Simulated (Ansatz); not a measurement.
# NiS: a prediction, then the measurements

These are results of Ansatz 0.2.0, DFT PBEsol, scalar-relativistic, plane waves, PAW, not measurements.

Cutoff 420 eV; k points 12×12×8 on the computed 4-atom cell (Γ-centred); Gaussian smearing, width 0.10 eV; no spin polarisation.

Relaxed structure, symmetry kept:

```
Ni S
1.0
     3.40544    0.00000    0.00000
    -1.70272    2.94920    0.00000
     0.00000    0.00000    5.07356
Ni S
2 2
Direct
  0.00000 0.00000 0.00000
  0.00000 0.00000 0.50000
  0.33333 0.66667 0.25000
  0.66667 0.33333 0.75000
```

```json
{"Space group": "P6_3/mmc (No. 194)", "Volume per atom": "12.74 Å³", "Formation energy from the elements' standard states (uncorrected)": "-0.378 eV/atom", "Kohn–Sham band gap": "none (metal)", "Density of states at the Fermi level": "1.60 states/eV per cell", "Löwdin character within 0.5 eV of the Fermi level": "Ni 3d 57 %, S 3p 35 %", "Bulk modulus": "160 GPa", "Its pressure derivative": "4.7", "Bader charges (e)": "Ni (2 in the cell) 0.51, S (2 in the cell) -0.51"}
```

A ferromagnetic start lost its moments in a first run, so spin was left out; other magnetic orders weren't tried.

**What was measured.**

From “Phonons and Anisotropic Thermal Expansion Behaviour of NiX (X = S, Se, Te)”, 2019, arxiv:1902.08005, for a bulk crystal of NiS at 293 K: lattice constant a 3.4395 Å.

“Electronic structure of NiS1-xSex”, 2000, arxiv:cond-mat/0004254 quotes, for a bulk crystal of NiS at 300 K: lattice constant c 5.351 Å.

A measured lattice constant a of NiS is 3.4395 Å (293 K; quoted in the paper above); the calculated 3.405 Å misses it by -1.0 %. Measured lattice constant c of NiS: 5.351 Å (300 K; quoted in the paper above). This calculation gives 5.074 Å (-5.2 %). So large a difference can come from the functional (as between layers that it hardly binds), but also from another choice of axes, another phase or a misread value. 2 values of this kind are on record in papers (5.351 to 5.3514 Å); this one was drawn at random among those near their median. The calculation is for 0 K without zero-point motion.